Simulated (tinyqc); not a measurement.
Inside a calculation. Method: CIS on RHF in the sto-6g basis, frozen core, for H2O, spin multiplicity 1. One step of it, computed by the program tinyqc.

Question. CIS triplet states. Diagonalise A (1 hartree = 27.211386 eV); each vector has its largest component positive (the first on a tie).

CIS matrix A, triplet (hartree), lower triangle:
```
           2>6        2>7        3>6        3>7       4>6       4>7       5>6       5>7
2>6   1.075742
2>7   0.000000   1.177501
3>6   0.000000  -0.086833   0.457711
3>7  -0.086833   0.000000   0.000000   0.544259
4>6  -0.048507   0.000000   0.000000  -0.062820  0.346359
4>7   0.000000   0.019273  -0.062820   0.000000  0.000000  0.429448
5>6   0.000000   0.000000   0.000000   0.000000  0.000000  0.000000  0.271469
5>7   0.000000   0.000000   0.000000   0.000000  0.000000  0.000000  0.000000  0.356946
```

Give: triplet excitation energies; lowest vectors.

Answer.

triplet excitation energies (eV): 7.387  8.742  9.713  10.263  13.572  15.063  29.702  32.348

lowest vectors:
```
     state 1  state 2  state 3  state 4  state 5  state 6
2>6    0.000    0.096    0.000    0.000    0.000    0.127
2>7    0.000    0.000    0.000    0.052    0.115    0.000
3>6    0.000    0.000    0.000    0.648    0.752    0.000
3>7    0.000    0.304    0.000    0.000    0.000    0.941
4>6    0.000    0.948    0.000    0.000    0.000   -0.315
4>7    0.000    0.000    0.000    0.760   -0.649    0.000
5>6    1.000    0.000    0.000    0.000    0.000    0.000
5>7    0.000    0.000    1.000    0.000    0.000    0.000
```
